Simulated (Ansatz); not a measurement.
# PH2+ (quintet): from Hartree-Fock to the top rungs, cc-pVTZ

An exercise on one series of results from a longer session: the logs are not shown, and one member is left open.

Method: cc-pVTZ, core rule «outside noble gas», up to 5 orbitals frozen; program: Ansatz 0.2.0, Gaussian basis.

The runs, in order: UHF; CCSD(T) on ROHF; CCSD(T) on UHF; BCCD(T) on ROHF; CISD as a restricted active space (open shells left free, so some higher excitations enter); CCSDT(Q) on ROHF; CCSDT(Q) on UHF; CASSCF and MRCISD+Q, 6 electrons in 6 orbitals; CASSCF and NEVPT2, 6 electrons in 6 orbitals.

15 further runs of the same task are left out: 6 that didn't finish, 9 set aside as unsound or not needed. Runs told in other sessions of the task aren't counted.

### The geometry

The geometry is a PBE0/def2-TZVP stationary point (not a proven minimum) of the parent state, kept for this charge and spin.

3 atoms, charge 1, spin multiplicity 5.

Atoms are counted from 1 here; the program's logs count them from 0.

Bond lengths: P1–H2 1.416 Å, P1–H3 1.416 Å. Angles: H2–P1–H3 122.2°.

The first run:

in.yaml

```yaml
crystal:
  periodic: [false, false, false]
  atoms:
    - {symbol: P, position_ang: [0.000000, -0.041813, 0.000000]}
    - {symbol: H, position_ang: [0.000000, 0.642452, -1.239718]}
    - {symbol: H, position_ang: [0.000000, 0.642452, 1.239718]}
basis:
  gaussian: {orbitals: cc-pVTZ}
total_charge: 1
magnetization: {spin_polarized: true, initial_magnetization: 4}
hamiltonian: {xc: hf}
output: {orbitals: {seedname: orbitals}}
```

Launch:

```console
$ ansatz run in.yaml --threads 1 --pin off --events-out ev --progress --plain --max-ram 2393MiB
```

Among the steps run: UHF; CCSD(T) on ROHF; CCSD(T) on UHF; BCCD(T) on ROHF; CISD as a restricted active space (open shells left free, so some higher excitations enter); CCSDT(Q) on ROHF; CCSDT(Q) on UHF; CASSCF and MRCISD+Q, 6 electrons in 6 orbitals; CASSCF and NEVPT2, 6 electrons in 6 orbitals.

One of the session's tables, all rows but one given; the rest of the session is left out.

```
          method  from UCCSDT(Q) (kcal/mol)
            ROHF                     +74.42
             UHF                     +72.55
            RMP2                     +16.17
            UMP2                     +16.54
            CISD                          ?
           RCCSD                      +3.33
           UCCSD                      +3.27
        RCCSD(T)                      +0.70
        UCCSD(T)                      +0.66
         BCCD(T)                      +0.72
          RCCSDT                      +0.15
          UCCSDT                      +0.11
       RCCSDT(Q)                      +0.05
       UCCSDT(Q)                          0
  CASSCF valence                     +61.76
  NEVPT2 valence                     +14.27
  MRCISD valence                      +3.59
MRCISD+Q valence                      +0.45
```

Estimate the missing values for CISD.

**Answer.** from UCCSDT(Q) (kcal/mol): +2.95. In the column «from UCCSDT(Q) (kcal/mol)» it lies between BCCD(T) (+0.72) and UCCSD (+3.27).

Caveats from the session: Restricted and unrestricted rows rest on different reference determinants; a gap between their highest levels can come from leftover correlation error, from unlike frozen cores or from another state.
